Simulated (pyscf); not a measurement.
Routes from HO–AsH₂ + H₂

Candidate steps break at most two bonds and form at most two. Each was searched with GFN2-xTB (tblite) first. Optimised with ωB97X-D3(BJ)/def2-SVP in PySCF. Energies: ωB97M-D3(BJ)/def2-TZVP, kJ/mol, from the separated reactants, singlet surface; ΔG‡ with ideal gas, 1 atm, RRHO with modes under 100 cm⁻¹ raised to 100, one conformer, R ln 2 for chiral ones without a mode under 150 cm⁻¹.

| products | type | ΔE‡ | ΔE | ΔG‡ 298 K | ΔG‡ 900 K | ν‡ (cm⁻¹) |
|---|---|---|---|---|---|---|
| AsH₃ + H₂O | four-centre exchange | 204.4 | -51.1 | 238.6 | 310.9 | 1351i |
| HO–AsH₂ + H₂ | four-centre exchange (H–O, H–H broken, H–O, H–H formed) | 272.4 | 0.0 | 294.7 | 361.0 | 2506i |
| HO–AsH₂ + H₂ | four-centre exchange (As–H, H–H broken, As–H, H–H formed) | 303.3 | 0.0 | 329.8 | 398.8 | 2043i |

Plain bond fissions and candidates not yet searched are not listed, and one of them may be faster. Each barrier is that of the saddle found; lower ones may exist. Elements up to Kr have no core potential and no relativistic terms here.
